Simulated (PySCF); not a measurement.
## N: ionisation energy

N [He] 2s2 2p3 (4S) → N+ [He] 2s2 2p2 (3P), as a difference of total energies. Computed with PySCF 2.14 in x2c-SVPall (3s2p1d, 14 functions), with scalar relativity by spin-free X2C-1e. Correlated levels: valence: 1s2 frozen. The calculations carry no spin-orbit coupling.

```json
{"method": "UHF", "ionisation energy (eV)": "14.030", "error (eV)": "-0.515"}
{"method": "B3LYP", "ionisation energy (eV)": "14.667", "error (eV)": "+0.122"}
{"method": "r2SCAN", "ionisation energy (eV)": "14.862", "error (eV)": "+0.317"}
{"method": "MP2 (valence)", "ionisation energy (eV)": "14.448", "error (eV)": "-0.097"}
{"method": "SCS-MP2 (valence)", "ionisation energy (eV)": "14.237", "error (eV)": "-0.308"}
{"method": "CCSD (valence)", "ionisation energy (eV)": "14.273", "error (eV)": "-0.272"}
{"method": "CCSD(T) (valence)", "ionisation energy (eV)": "14.269", "error (eV)": "-0.276"}
```

Reference: 14.545 eV (measured; NIST levels, between the centres of gravity of the two terms).

Errors of the correlated levels include the incompleteness of this basis and the frozen core.
